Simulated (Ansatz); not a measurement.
What a trial cell of Mg₂C₃ relaxes into

Method: Ansatz, DFT PBE, scalar-relativistic, plane waves, PAW.

The start is a random cell of Mg₂C₃ with space group Fmm2 (No. 42), drawn with lower limits on the distances.

Input of the last, converged step (default PAW datasets):

```yaml
crystal:
  lattice:
    - [0.0, 4.5823743414, 2.4951113525]
    - [2.4362809464, 0.0, 2.4951113525]
    - [2.4362809464, 4.5823743414, 0.0]
  atoms:
    - { symbol: Mg, position: [0.0629563582, 0.7632812838, 0.2367187162] }
    - { symbol: Mg, position: [0.7632812838, 0.0629563582, 0.9370436418] }
    - { symbol: C, position: [0.2608340485, 0.2608340485, 0.7391659515] }
    - { symbol: C, position: [0.3683828921, 0.5748163824, 0.4251836176] }
    - { symbol: C, position: [0.5748163824, 0.3683828921, 0.6316171079] }
basis:
  ecutwfc: 420
kpoints:
  mp_grid: { grid: [12, 12, 12] }
hamiltonian:
  xc: pbe
scf:
  occupations: { method: gaussian, width: 0.1 }
output:
  forces: true
  stress: true
  eigenvalues: true
relax:
  adjacent_minimum: "off"
  f_tol: 0.01
  max_steps: 80
  cell: { stress_tol: 0.05 }
```

Launched as:

```bash
ansatz run input.yaml --threads 1 --pin off --max-ram 2560MiB --backend cpu --events-out ev --progress --plain --runs-dir out
```

It took 57 s on 1 thread of Intel(R) Xeon(R) Platinum 8375C CPU @ 2.90GHz (Ice Lake) (shared host), peak memory 0.65 GiB.

The program printed at the end:

```
SCF converged after 6 iterations
Free energy (F): -4596.662021 eV
Harris-Foulkes:  -4596.662021 eV  (|F-HF|=5.46e-12)
Internal energy: -4596.661490 eV  (E = F + TS)
E sigma→0 (E₀):  -4596.661755 eV
Entropy (-TS):   -0.000531 eV (-0.106 meV/atom)
Fermi energy:    9.197196 eV
--- Per-component energies (eV) ---
  E_band       = -641.175084
  E_kinetic    = 416.019624
  E_local      = -3253.828927  (includes V_loc(G=0)·N_el)
  E_nonlocal   = 271.952614
  E_hartree    = 1125.450260
  E_xc         = -201.981705
  E_vxc        = -253.207958  (∫ρ·V_xc dr)
  E_paw        = -880.493404  (= ΣΔE_a)
  E_vpaw       = -73.010991  (= ΣTr[D̂ρ^β])
  E_aug_tail   = 0.000019  (compensation charges beyond the density's cutoff)
  E_ewald      = -2073.779970
  E_smearing   = -0.000531  (= −TS)
  E_closure    = 0.000000  (closes the sum)
  Σ components = -4596.662021   (vs F -4596.662021, Δ=0.00e0)
--- Forces (eV/Å), atoms counted from 1 ---
  atom   1  Mg     0.00000000     0.00387512    -0.00174731
  atom   2  Mg     0.00000000    -0.00387512    -0.00174731
  atom   3  C      0.00000000     0.00000000     0.00669643
  atom   4  C      0.00000000    -0.00133631    -0.00160109
  atom   5  C      0.00000000     0.00133631    -0.00160109
  max |Σ_I F_I| component: 3.67e-7 eV/Å
--- Stress (GPa, compression-positive) ---
        0.005269       0.000000       0.000000
        0.000000       0.003774       0.000000
        0.000000       0.000000      -0.043701
  P = ⅓ Tr σ = -0.0116 GPa (-0.116 kbar)
--- Relaxed structure (1 steps of the walk, 1 accepted, 1 SCFs on fresh bases) ---
  F+E_penalty+E_count = -4596.66202098 eV   max|allowed force component| = 6.697e-3 eV/Å   (the final SCF, on the basis selected at the relaxed cell)
  cell:  # Å, volume = 55.7106 Å³
    - [0.0, 4.582374, 2.495111]
    - [2.436281, 0.0, 2.495111]
    - [2.436281, 4.582374, 0.0]
  atoms:
    - { symbol: Mg, position: [0.062956, 0.763281, 0.236719] }
    - { symbol: Mg, position: [0.763281, 0.062956, 0.937044] }
    - { symbol: C, position: [0.260834, 0.260834, 0.739166] }
    - { symbol: C, position: [0.368383, 0.574816, 0.425184] }
    - { symbol: C, position: [0.574816, 0.368383, 0.631617] }
```

Absolute energies hang on the potentials; compare differences alone.

The result has space group Fmm2 (No. 42). Mg has 3 C at 2.21–2.28 Å and 2 C at 2.49 Å (next Mg at 2.75 Å); C on Wyckoff site a (1 atom of the primitive cell) has 2 C at 1.41 Å; C on Wyckoff site c (2 atoms of the primitive cell) is coordinated by 1 C at 1.41 Å.

Against the elements it lies at 0.75 eV/atom. Energies over the elements count from the elements' standard structures at the same level, with no empirical corrections.

For metals, differences of a few meV/atom aren't resolved.

Symmetry constrained the relaxation, so the result can be a saddle point.